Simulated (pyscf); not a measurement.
# Four-centre exchange: Cl–Si(Cl)(Cl)–Cl (SMILES Cl[Si](Cl)(Cl)Cl) + H₂O (SMILES O) → HCl (SMILES Cl) + HO–Si(Cl)(Cl)–Cl (SMILES O[Si](Cl)(Cl)Cl)

Gas phase, singlet surface, charge 0. Bonds broken: Cl1–Si2, O6–H7. Bonds formed: Cl1–H7, Si2–O6. Structures and frequencies: ωB97X-D3(BJ)/def2-SVP in PySCF.

Transition state (Å):

```xyz
8

Cl    -2.2284     0.5272     1.1219
Si    -0.1271     0.2263    -0.2154
Cl     0.3918     2.1298     0.2874
Cl    -1.2504    -0.0704    -1.8807
Cl     1.7320    -0.5061    -0.8411
O     -0.2223    -1.0057     1.0599
H     -1.1615    -0.6230     1.5587
H      0.5669    -1.4577     1.3992
```

One imaginary mode, 687i cm⁻¹; descent along it reached the two sides named.

| bond | change | reactant side (Å) | saddle | product side |
|---|---|---|---|---|
| Cl1–Si2 | breaks | 2.040 | 2.509 | 3.8 |
| O6–H7 | breaks | 0.965 | 1.130 | 1.975 |
| Cl1–H7 | forms | 2.8 | 1.628 | 1.291 |
| Si2–O6 | forms | 3.1 | 1.776 | 1.651 |

Electronic energies relative to the separated reactants (kJ/mol):

```
level                   barrier  reaction energy  reverse barrier
----------------------  -------  ---------------  ---------------
ωB97X-D3(BJ)/def2-TZVP     92.7            -10.6            103.3
PBE/def2-TZVP              79.5            -14.1             93.6
r²SCAN/def2-TZVP           79.8            -19.9             99.7
B3LYP-D3(BJ)/def2-TZVP     89.9            -18.3            108.2
PBE0-D3(BJ)/def2-TZVP      82.3            -12.9             95.2
M06-2X/def2-TZVP           83.7            -23.2            106.9
ωB97M-D3(BJ)/def2-TZVP     90.7            -19.6            110.3
HF/def2-TZVP              161.5            -31.6            193.1
```

With ωB97M-D3(BJ)/def2-TZVP energies and thermal terms (ideal gas, 1 atm, RRHO with modes under 100 cm⁻¹ raised to 100, one conformer, R ln 2 for rigid chiral ones), in kJ/mol:

```tsv
T (K)	ΔH‡	ΔG‡	ΔH	ΔG
298	82.7	123.1	-26.0	-31.8
600	83.7	163.9	-24.5	-38.1
900	86.7	203.3	-22.6	-45.4
1200	90.3	241.6	-20.6	-53.3
```

This is the saddle that the search found; another between the same sides may lie lower.
